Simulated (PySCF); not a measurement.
**Partial charges of `C1=C[C@@H]2C[C@@H]2C1`**

Compound: C6H8.
Geometry (PBE0-D3(BJ)/def2-SVP, Å), atoms numbered from 1 in this order:
```
atom  x, y, z in Å
C1    -1.318   -0.743   -0.184
C2    -1.107    0.409   -0.835
C3     0.114    1.100   -0.341
C4     1.400    0.337   -0.546
C5     0.660    0.199    0.749
C6    -0.305   -0.966    0.909
H7    -2.114   -1.456   -0.412
H8    -1.721    0.790   -1.655
H9     0.147    2.191   -0.275
H10    1.386   -0.496   -1.256
H11    2.334    0.905   -0.523
H12    1.118    0.629    1.644
H13    0.199   -1.945    0.818
H14   -0.785   -0.959    1.905
```

Density: PBE0/pcSseg-1 (PySCF); schemes: Mulliken, IAO, Hirshfeld and ESP-fitted. Isolated species at its PBE0-D3(BJ)/def2-SVP geometry, gas phase.

Q: Which atoms carry the lowest charge in the Mulliken, IAO, Hirshfeld and ESP-fitted schemes?

A: The schemes don't all agree: Mulliken C5 (-0.270); IAO C4 (-0.284); Hirshfeld C4 (-0.092); ESP-fitted C4 (-0.460).

Q: Do the Mulliken, IAO, Hirshfeld and ESP-fitted schemes agree on where the charge is highest?

A: The schemes don't all agree: Mulliken H14 (+0.137); IAO H8 (+0.149); Hirshfeld H8 (+0.048); ESP-fitted H10 (+0.196).

Q: For which atoms does the sign change between the 4 schemes (beyond +0.03 e in one, beyond −0.03 e in another)?

A: C3. Atomic charges aren't observables, and each scheme defines them in its own way.

Q: Give the atomic charges in each scheme.

A: In e:

```csv
atom,environment,Mulliken,IAO,Hirshfeld,ESP-fitted
C1,alkene CH carbon,-0.200,-0.166,-0.053,-0.067
C2,alkene CH carbon,-0.043,-0.159,-0.051,-0.368
C3,sp3 carbon at a ring junction,-0.224,-0.147,-0.049,+0.094
C4,three-membered-ring carbon,-0.128,-0.284,-0.092,-0.460
C5,sp3 carbon at a ring junction,-0.270,-0.135,-0.041,-0.049
C6,allylic carbon,-0.091,-0.264,-0.068,-0.205
H7,vinylic hydrogen,+0.094,+0.145,+0.045,+0.114
H8,vinylic hydrogen,+0.093,+0.149,+0.048,+0.189
H9,methine hydrogen,+0.118,+0.144,+0.046,+0.085
H10,methylene hydrogen,+0.129,+0.142,+0.040,+0.196
H11,methylene hydrogen,+0.129,+0.146,+0.047,+0.160
H12,methine hydrogen,+0.119,+0.143,+0.046,+0.101
H13,methylene hydrogen,+0.136,+0.142,+0.040,+0.114
H14,methylene hydrogen,+0.137,+0.142,+0.042,+0.097
```

Mean size of the charges over all atoms: IAO 0.165 e, ESP-fitted 0.164 e, Mulliken 0.137 e, Hirshfeld 0.051 e. Each set sums to the total charge, 0, to within 0.001 e. The Mulliken scheme counts on each atom the diagonal of the density matrix times the overlap matrix over that atom's basis functions.

Q: Sum the charges by element.

A: 
```
element  atoms  Mulliken     IAO  Hirshfeld  ESP-fitted
      C      6    -0.956  -1.154     -0.354      -1.056
      H      8    +0.956  +1.154     +0.354      +1.056
```

Q: How closely do the schemes follow one another over all atoms?

A: Correlation coefficient and root-mean-square difference: IAO with Hirshfeld 1.00, 0.119 e; Mulliken with Hirshfeld 0.88, 0.105 e; Mulliken with IAO 0.87, 0.085 e; Hirshfeld with ESP-fitted 0.84, 0.158 e; IAO with ESP-fitted 0.84, 0.109 e; Mulliken with ESP-fitted 0.54, 0.172 e.

Q: How many electrons does the IAO scheme count on C6?

A: Z − q = 6 − (-0.264) = 6.264.
